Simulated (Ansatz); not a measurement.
Reaction: CH3NO (SMILES NC=O) → CH3NO (parent SMILES NC=O, triplet)
Each species at its own B3LYP-D3(BJ)/def2-TZVP minimum (Ansatz, a quantum-chemistry and plane-wave program), one conformer.

Total energies in hartree (Ansatz). Open shells are spin-unrestricted; no spin-orbit coupling. Cores are frozen in correlated methods. No relativity. The spin of CH3NO (parent SMILES NC=O, triplet) was assumed, and the state is the lowest solution found for it.

| species | HF/cc-pVTZ | CCSD(T)/cc-pVTZ | HF/cc-pVQZ | CCSD(T)/cc-pVQZ | CCSD(T)/cc-pVDZ | CCSDT(Q)/cc-pVDZ |
|---|---|---|---|---|---|---|
| 1: CH3NO (SMILES NC=O) | -169.00155 | -169.64159 | -169.01492 | -169.69553 | -169.46438 | -169.46646 |
| 2: CH3NO (parent SMILES NC=O, triplet) | -168.88707 | -169.48940 | -168.90016 | -169.54181 | -169.31582 | -169.31871 |

**Question.** Work out the adiabatic triplet-singlet gap (electronic) in kJ/mol: take Hartree-Fock from cc-pVQZ, extrapolate the CCSD(T) correlation energy as X^-3 (X = 3, 4), and add CCSDT(Q) - CCSD(T) in cc-pVDZ. 1 hartree = 2625.5 kJ/mol.

**Answer.** 
Species 1: correlation (64·(-0.68061) - 27·(-0.64004))/37 = -0.71022; step -0.00208; E1 = -169.01492 + (-0.71022) + (-0.00208) = -169.72722
Species 2: correlation (64·(-0.64165) - 27·(-0.60233))/37 = -0.67034; step -0.00289; E2 = -168.90016 + (-0.67034) + (-0.00289) = -169.57339
-1·E1 +1·E2 = 0.15383 hartree = 403.9 kJ/mol.
